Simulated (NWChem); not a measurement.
Be

Program: NWChem. Ions are spin-unrestricted doublets at the neutral geometry; other ion states weren't tried.

**Question.** Order these by “−ε(HOMO) (eV)”, lowest first: B3LYP/def2-TZVP; CAM-B3LYP/def2-TZVP; Hartree-Fock/def2-TZVP; PBE/def2-TZVP.

**Answer.** PBE/def2-TZVP (5.61), B3LYP/def2-TZVP (6.32), CAM-B3LYP/def2-TZVP (7.67), Hartree-Fock/def2-TZVP (8.41)
